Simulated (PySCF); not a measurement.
C₄H₅NO.
Geometry (PBE0-D3(BJ)/def2-SVP, Å), atoms numbered from 1 in this order:
```
atom  x, y, z in Å
O1    -2.1441   -0.9625   -1.2969
C2    -2.0439   -0.1869   -0.3739
N3    -0.8805    0.2093    0.1999
C4     0.4099   -0.2562   -0.2299
C5     1.6056    0.6187   -0.0952
C6     1.5270   -0.3755    0.7455
H7    -2.9302    0.2929    0.1103
H8    -0.9206    0.8651    0.9707
H9     0.2823   -0.9538   -1.0668
H10    2.1295    1.5015   -0.4568
H11    1.9376   -0.9227    1.5919
```

The closed-shell ground state was solved at several levels (PySCF, density fitting, gas phase, non-relativistic).

```tsv
level	basis functions	total energy (Eh)	HOMO (eV)	LUMO (eV)	gap (eV)	dipole (D)
CAM-B3LYP/def2-SVPD	163	-284.9938	-8.50	0.58	9.08	4.51
KT2/pcSseg-2	286	-290.1678	-5.87	-1.61	4.26	4.27
PBE0/pcSseg-1	127	-284.9644	-7.06	-0.44	6.62	4.40
```

What might B3LYP/pcJ-1 (212 basis functions) give for the same quantities?

Total energy -285.3325 Eh, HOMO -6.82 eV, LUMO -0.67 eV, gap 6.15 eV, dipole 4.39 D.

Over all these levels, which gives the widest orbital gap and which the narrowest?

CAM-B3LYP/def2-SVPD (range-separated hybrid) has the widest, 9.08 eV, and KT2/pcSseg-2 (GGA) the narrowest, 4.26 eV. Functional and basis both differ between the two, so the spread mixes both effects.

How far do the dipole and the HOMO energy spread over the levels?

The dipole runs from 4.27 to 4.51 D (mean 4.39 D) and the HOMO from -8.50 to -5.87 eV.

One conformer stands for the species.
